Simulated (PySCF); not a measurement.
Compound: 1-piperideine, C5H9N.
Numbering: `[CH:1]1=[N:2][CH2:3][CH2:4][CH2:5][CH2:6]1`

Structure used (PBE0-D3(BJ)/def2-SVP), in Å, numbered top down from 1:
```xyz
15
C5H9N angstrom
C      1.3308   -0.8884    0.0965
N      0.4063   -1.6527   -0.3139
C     -0.9281   -1.1248   -0.5089
C     -1.0455    0.3947   -0.5503
C     -0.2347    1.0100    0.5816
C      1.2174    0.5707    0.4518
H      2.3313   -1.3398    0.2107
H     -1.3276   -1.5705   -1.4353
H     -1.5585   -1.5377    0.3007
H     -2.1044    0.6935   -0.4977
H     -0.6607    0.7651   -1.5170
H     -0.3135    2.1080    0.5870
H     -0.6375    0.6606    1.5484
H      1.7376    1.1544   -0.3312
H      1.7870    0.7569    1.3777
```

NICS = −σ at a ghost point: NICS(0) at the centroid of the ring atoms, NICS(1) 1 Å to either side along the normal of their mean plane, zz for the tensor component along that normal. Level: GIAO KT3/pcSseg-2 (PySCF, non-relativistic, gas phase) on the PBE0-D3(BJ)/def2-SVP geometry, one conformer.

Ring bond lengths (Å): C1–N2 1.268, N2–C3 1.448, C3–C4 1.525, C4–C5 1.522, C5–C6 1.523, C6–C1 1.506.

What do the NICS probes read (ppm)?

```csv
ring,type,NICS(0),"NICS(1), two faces","NICS(1)zz, two faces",rms pucker (Å),"centre to ring atoms, mean (Å)"
C1–N2–C3–C4–C5–C6,"6-membered ring with N; formal bonds 1 double, 5 single",1.4,-0.6 / -0.9,3.1 / 3.0,0.19,1.43
```

What do they say, and how far can they be read as aromaticity?

- C1–N2–C3–C4–C5–C6: mean NICS(1)zz 3.1 ppm, deshielded. C3, C4, C5, C6 have four or more neighbours, and the NICS criterion for π rings isn't applied.

What is the mean of the two in-plane components of NICS at the second NICS(1) probe listed for ring C1–N2–C3–C4–C5–C6, 1 Å off the ring?

The isotropic value is a third of the trace: (3 × -0.9 − (3.0))/2 = -2.9 ppm.

How do the values depend on the level or the medium?

| level | NICS(0), C1–N2–C3–C4–C5–C6 | mean NICS(1)zz, C1–N2–C3–C4–C5–C6 |
| --- | --- | --- |
| KT3/pcSseg-2, gas | 1.4 | 3.1 |
| PBE0/pcSseg-1, gas | 1.1 | 2.2 |

The geometry is the same throughout.
